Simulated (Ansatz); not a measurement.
# HNOSi: the cost of one run

Program: Ansatz 0.2.0, Gaussian basis. Level of theory: def2-QZVPP, core rule «outside noble gas», up to 7 orbitals frozen. These are calculated values, not measurements.

The runs, in order: UHF; ROHF; CCSD(T) on UHF.

2 further runs of the same task are left out: 2 set aside as unsound or not needed.

### Step 1. The geometry

The geometry is a PBE0/def2-TZVP stationary point (not a proven minimum) of the parent state, kept for this charge and spin.

4 atoms, charge 1, spin multiplicity 4.

Atoms are counted from 1 here; the program's logs count them from 0.

Bond lengths: O1–N2 1.340 Å, O1–H4 0.970 Å, N2–Si3 1.779 Å. Angles: N2–O1–H4 105.4°, O1–N2–Si3 115.0°.

### Step 2. UHF

in.yaml reads:

```yaml
crystal:
  periodic: [false, false, false]
  atoms:
    - {symbol: O, position_ang: [0.000000, 0.337434, 1.469190]}
    - {symbol: N, position_ang: [0.000000, -0.573001, 0.485749]}
    - {symbol: Si, position_ang: [0.000000, 0.099776, -1.161533]}
    - {symbol: H, position_ang: [0.000000, -0.173786, 2.294129]}
basis:
  gaussian: {orbitals: "def2-QZVPP.json"}
total_charge: 1
magnetization: {spin_polarized: true, initial_magnetization: 3}
hamiltonian: {xc: hf}
output: {orbitals: {seedname: orbitals}}
```

On the command line:

```bash
ansatz run in.yaml --threads 1 --pin off --events-out ev --progress --plain --max-ram 2393MiB
```

**Question.** How long does this run take on 1 thread of Arm Neoverse V2, shared host, and how much memory does it need?

About 47 s, with a peak of 0.52 GiB.
